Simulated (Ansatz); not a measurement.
Reaction: HO2 (SMILES [O]O, doublet) → HO2- (SMILES [O-]O) (an electron is taken up)
Each species at its own B3LYP-D3(BJ)/def2-TZVP minimum (Ansatz, an electronic-structure program).

Total energies in hartree (Ansatz). Open shells are spin-unrestricted; no spin-orbit coupling. Correlated methods leave the cores frozen. No relativity. The T1 diagnostic of HO2- ([O-]O, singlet) reaches 0.026 in the sets run.

```csv
species,HF/aug-cc-pVTZ,CCSD(T)/aug-cc-pVTZ,HF/aug-cc-pVQZ,CCSD(T)/aug-cc-pVQZ,CCSDT(Q)/aug-cc-pVTZ
"1: HO2 (SMILES [O]O, doublet)",-150.23950,-150.72655,-150.24951,-150.76533,-150.72846
2: HO2- (SMILES [O-]O),-150.21773,-150.76346,-150.22689,-150.80311,-150.76528
```

Task: Work out the adiabatic electron affinity (electronic), positive where energy is released in eV: take Hartree-Fock from aug-cc-pVQZ, extrapolate the CCSD(T) correlation energy as X^-3 (X = 3, 4), and add CCSDT(Q) - CCSD(T) in aug-cc-pVTZ. 1 hartree = 27.211 eV.

Result: 
Species 1: correlation (64·(-0.51582) - 27·(-0.48705))/37 = -0.53681; step -0.00191; E1 = -150.24951 + (-0.53681) + (-0.00191) = -150.78823
Species 2: correlation (64·(-0.57622) - 27·(-0.54573))/37 = -0.59847; step -0.00182; E2 = -150.22689 + (-0.59847) + (-0.00182) = -150.82718
+1·E1 -1·E2 = 0.03895 hartree = 1.06 eV.
